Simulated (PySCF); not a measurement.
## The C–F bond energy of CF₃⁺

All numbers come from PySCF, PBE0, basis C def2-TZVP, F def2-TZVP (no relativity, density fitting).

Each entry is the lowest minimum that a search over a few typed start shapes (and spin states, where more than one is plausible) found, or that minimum re-optimised at the stated level; isomers with ligand–ligand bonds, or fragments after loss of a ligand pair, can lie lower.

Total energies (Eh), which compare only within these settings: F atom -99.67618.

```tsv
species	2S+1	group	E (Eh)	ZPE (kJ/mol)
CF₂⁺	2	C2v	-237.16282	22.6
CF₃⁺	1	D3h	-337.06278	38.8
```

(1) What are De and D0 for CF₃⁺ → CF₂⁺ + F?

Results:

(1) De = [(-237.16282) + (-99.67618) − (-337.06278)] × 2625.5 = 588 kJ/mol. The zero-point energy changes by -16.3 kJ/mol, so D0 = 571 kJ/mol.

Atoms and open shells are unrestricted, without spin–orbit or basis-set superposition corrections.
